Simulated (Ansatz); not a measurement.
# CHAlP+ (triplet): the correlation ladder, cc-pVDZ

How much of the correlation energy of CHAlP+ (triplet) does each wave-function method recover here?

Computed with Ansatz 0.2.0, Gaussian basis. Level: cc-pVDZ, core rule «outside noble gas», up to 11 orbitals frozen.

To be run: UHF; CCSD(T) on ROHF; CCSD(T) on UHF; BCCD(T) on ROHF; CISD; CCSDT(Q) on ROHF; CCSDT(Q) on UHF; CASSCF and NEVPT2, 10 electrons in 10 orbitals.

25 further runs of the same task are left out: 8 that didn't finish, 17 set aside as unsound or not needed.

## (1) The system

The geometry is a PBE0/def2-TZVP stationary point (not a proven minimum) of the parent state, kept for this charge and spin.

4 atoms, charge 1, spin multiplicity 3.

Atoms are counted from 1 here; the program's logs count them from 0.

Bond lengths: Al1–C2 1.871 Å, Al1–P3 2.417 Å, C2–P3 1.736 Å, C2–H4 1.082 Å. Angles: C2–Al1–P3 45.6°, Al1–C2–P3 84.1°, Al1–C2–H4 136.4°, P3–C2–H4 139.5°, Al1–P3–C2 50.3°.

## (2) UHF

File in.yaml:

```yaml
crystal:
  periodic: [false, false, false]
  atoms:
    - {symbol: Al, position_ang: [0.000000, -0.253363, 1.296835]}
    - {symbol: C, position_ang: [0.000000, 1.076140, -0.019890]}
    - {symbol: P, position_ang: [0.000000, -0.266821, -1.120624]}
    - {symbol: H, position_ang: [0.000000, 2.158231, -0.041450]}
basis:
  gaussian: {orbitals: cc-pVDZ}
total_charge: 1
magnetization: {spin_polarized: true, initial_magnetization: 2}
hamiltonian: {xc: hf}
output: {orbitals: {seedname: orbitals}}
```

On the command line:

```console
$ ansatz run in.yaml --threads 1 --pin off --events-out ev --progress --plain --max-ram 2393MiB
```

After this run come: CCSD(T) on ROHF; CCSD(T) on UHF; BCCD(T) on ROHF; CISD; CCSDT(Q) on ROHF; CCSDT(Q) on UHF; CASSCF and NEVPT2, 10 electrons in 10 orbitals.

**Question.** What will the summary of the whole plan be? Wanted: RCCSDT(Q) below the RHF energy; RMP2 from RCCSDT(Q); UMP2 from RCCSDT(Q); RCCSD from RCCSDT(Q); RCCSD(T) from RCCSDT(Q); UCCSD(T) from RCCSDT(Q); UCCSDT(Q) from RCCSDT(Q); NEVPT2 frontier from RCCSDT(Q); T1 diagnostic.

The runs gave:

| quantity | value |
| --- | --- |
| RCCSDT(Q) below the RHF energy | -8.4229 eV |
| RMP2 from RCCSDT(Q) | +25.82 kcal/mol |
| UMP2 from RCCSDT(Q) | +33.94 kcal/mol |
| RCCSD from RCCSDT(Q) | +11.72 kcal/mol |
| RCCSD(T) from RCCSDT(Q) | +1.65 kcal/mol |
| UCCSD(T) from RCCSDT(Q) | +2.01 kcal/mol |
| UCCSDT(Q) from RCCSDT(Q) | -0.07 kcal/mol |
| NEVPT2 frontier from RCCSDT(Q) | +31.02 kcal/mol |
| levels within 1 kcal/mol (43 meV) | UCCSDT(Q) |
| T1 diagnostic | 0.031 |

RCCSD(T) misses by +1.65 kcal/mol, 0.9 % of the correlation energy. Coupled cluster took another determinant than the lowest Hartree-Fock one. These misses are within one basis, not against nature; the frozen cores of restricted and unrestricted runs differ, which can shift their rows.
